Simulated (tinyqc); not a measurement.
Inside a calculation. Method: UHF in the sto-3g basis, for H2O, spin multiplicity 1. One step of it, computed by the program tinyqc.

Task: Iteration 63 (converged): orbitals. Diagonalise F' = X^T F X, C = X C', fill 5 alpha and 5 beta electrons from the bottom; D(s) = C_occ C_occ^T. Each column has its largest component positive (the first on a tie).

converged F(alpha) (hartree):
```
             1O 1s      1O 2s     1O 2px     1O 2py     1O 2pz      2H 1s      3H 1s
1O 1s   -20.282855  -5.167044   0.000000   0.000223  -0.021328  -0.577482  -0.597522
1O 2s    -5.167044  -2.393094   0.000000   0.001697  -0.037441  -0.598933  -0.614425
1O 2px    0.000000   0.000000  -0.393507   0.000000   0.000000   0.000000   0.000000
1O 2py    0.000223   0.001697   0.000000  -0.177809   0.002405  -0.304217   0.308841
1O 2pz   -0.021328  -0.037441   0.000000   0.002405  -0.213876  -0.288171  -0.291860
2H 1s    -0.577482  -0.598933   0.000000  -0.304217  -0.288171  -0.295590  -0.165353
3H 1s    -0.597522  -0.614425   0.000000   0.308841  -0.291860  -0.165353  -0.304719
```

converged F(beta) (hartree):
```
             1O 1s      1O 2s     1O 2px     1O 2py     1O 2pz      2H 1s      3H 1s
1O 1s   -20.282855  -5.167044   0.000000   0.000223  -0.021328  -0.577482  -0.597522
1O 2s    -5.167044  -2.393094   0.000000   0.001697  -0.037441  -0.598933  -0.614425
1O 2px    0.000000   0.000000  -0.393507   0.000000   0.000000   0.000000   0.000000
1O 2py    0.000223   0.001697   0.000000  -0.177809   0.002405  -0.304217   0.308841
1O 2pz   -0.021328  -0.037441   0.000000   0.002405  -0.213876  -0.288171  -0.291860
2H 1s    -0.577482  -0.598933   0.000000  -0.304217  -0.288171  -0.295590  -0.165353
3H 1s    -0.597522  -0.614425   0.000000   0.308841  -0.291860  -0.165353  -0.304719
```

X:
```
                1          2          3         4          5          6          7
1O 1s   -0.403916  -0.022306   0.695218  0.000000   0.609919   0.004793   0.213098
1O 2s    0.933769   0.038044  -0.290536  0.000000   0.322861   0.005279   0.464801
1O 2px   0.000000   0.000000   0.000000  1.000000   0.000000   0.000000   0.000000
1O 2py  -0.037152   0.790792   0.001854  0.000000  -0.000270   0.700534  -0.005957
1O 2pz   0.440542   0.016144   0.683653  0.000000  -0.599130   0.001832   0.230467
2H 1s   -0.539688  -0.721721  -0.221112  0.000000  -0.183580   0.401703   0.386106
3H 1s   -0.610370   0.674624  -0.215710  0.000000  -0.179783  -0.391599   0.395363
```

Give: F' = X^T F X; orbital energies; coefficients C; F' = X^T F X; orbital energies; coefficients C; D(alpha) after iteration 63; D(beta) after iteration 63.

Result:

F' = X^T F X (alpha) (hartree):
```
         1        2        3        4        5        6        7
1  -0.8183  -0.0805   2.8780   0.0000   2.5744   0.0164   1.0093
2  -0.0805   0.4303   0.1843   0.0000   0.1753   0.0852   0.0749
3   2.8780   0.1843  -7.6917   0.0000  -8.2618  -0.0717  -4.1311
4   0.0000   0.0000   0.0000  -0.3935   0.0000   0.0000   0.0000
5   2.5744   0.1753  -8.2618   0.0000  -9.6307  -0.0830  -4.8378
6   0.0164   0.0852  -0.0717   0.0000  -0.0830  -0.4711  -0.0426
7   1.0093   0.0749  -4.1311   0.0000  -4.8378  -0.0426  -3.3664
```

orbital energies (alpha) (hartree): MO1 -20.2907, MO2 -1.1730, MO3 -0.4782, MO4 -0.4213, MO5 -0.3935, MO6 0.3719, MO7 0.4434

coefficients C (alpha):
```
            MO1      MO2      MO3      MO4     MO5      MO6      MO7
1O 1s    0.9947  -0.2464  -0.0040   0.0803  0.0000  -0.0881   0.0067
1O 2s    0.0223   0.9353   0.0203  -0.4034  0.0000   0.4880  -0.0389
1O 2px   0.0000   0.0000   0.0000   0.0000  1.0000   0.0000   0.0000
1O 2py   0.0000  -0.0018   0.6249   0.0218  0.0000   0.0545   0.8506
1O 2pz   0.0023   0.0508  -0.0252   0.7124  0.0000   0.7487  -0.0502
2H 1s   -0.0034   0.1196   0.4465   0.3941  0.0000  -0.6775  -0.6142
3H 1s   -0.0035   0.1232  -0.4706   0.3598  0.0000  -0.5964   0.7031
```

F' = X^T F X (beta) (hartree):
```
         1        2        3        4        5        6        7
1  -0.8183  -0.0805   2.8780   0.0000   2.5744   0.0164   1.0093
2  -0.0805   0.4303   0.1843   0.0000   0.1753   0.0852   0.0749
3   2.8780   0.1843  -7.6917   0.0000  -8.2618  -0.0717  -4.1311
4   0.0000   0.0000   0.0000  -0.3935   0.0000   0.0000   0.0000
5   2.5744   0.1753  -8.2618   0.0000  -9.6307  -0.0830  -4.8378
6   0.0164   0.0852  -0.0717   0.0000  -0.0830  -0.4711  -0.0426
7   1.0093   0.0749  -4.1311   0.0000  -4.8378  -0.0426  -3.3664
```

orbital energies (beta) (hartree): MO1 -20.2907, MO2 -1.1730, MO3 -0.4782, MO4 -0.4213, MO5 -0.3935, MO6 0.3719, MO7 0.4434

coefficients C (beta):
```
            MO1      MO2      MO3      MO4     MO5      MO6      MO7
1O 1s    0.9947  -0.2464  -0.0040   0.0803  0.0000  -0.0881   0.0067
1O 2s    0.0223   0.9353   0.0203  -0.4034  0.0000   0.4880  -0.0389
1O 2px   0.0000   0.0000   0.0000   0.0000  1.0000   0.0000   0.0000
1O 2py   0.0000  -0.0018   0.6249   0.0218  0.0000   0.0545   0.8506
1O 2pz   0.0023   0.0508  -0.0252   0.7124  0.0000   0.7487  -0.0502
2H 1s   -0.0034   0.1196   0.4465   0.3941  0.0000  -0.6775  -0.6142
3H 1s   -0.0035   0.1232  -0.4706   0.3598  0.0000  -0.5964   0.7031
```

D(alpha) after iteration 63:
```
          1O 1s    1O 2s  1O 2px   1O 2py   1O 2pz    2H 1s    3H 1s
1O 1s    1.0566  -0.2407  0.0000  -0.0003   0.0470  -0.0030  -0.0031
1O 2s   -0.2407   1.0384  0.0000   0.0022  -0.2403  -0.0381  -0.0396
1O 2px   0.0000   0.0000  1.0000   0.0000   0.0000   0.0000   0.0000
1O 2py  -0.0003   0.0022  0.0000   0.3910  -0.0003   0.2874  -0.2865
1O 2pz   0.0470  -0.2403  0.0000  -0.0003   0.5107   0.2755   0.2745
2H 1s   -0.0030  -0.0381  0.0000   0.2874   0.2755   0.3690  -0.0536
3H 1s   -0.0031  -0.0396  0.0000  -0.2865   0.2745  -0.0536   0.3662
```

D(beta) after iteration 63:
```
          1O 1s    1O 2s  1O 2px   1O 2py   1O 2pz    2H 1s    3H 1s
1O 1s    1.0566  -0.2407  0.0000  -0.0003   0.0470  -0.0030  -0.0031
1O 2s   -0.2407   1.0384  0.0000   0.0022  -0.2403  -0.0381  -0.0396
1O 2px   0.0000   0.0000  1.0000   0.0000   0.0000   0.0000   0.0000
1O 2py  -0.0003   0.0022  0.0000   0.3910  -0.0003   0.2874  -0.2865
1O 2pz   0.0470  -0.2403  0.0000  -0.0003   0.5107   0.2755   0.2745
2H 1s   -0.0030  -0.0381  0.0000   0.2874   0.2755   0.3690  -0.0536
3H 1s   -0.0031  -0.0396  0.0000  -0.2865   0.2745  -0.0536   0.3662
```
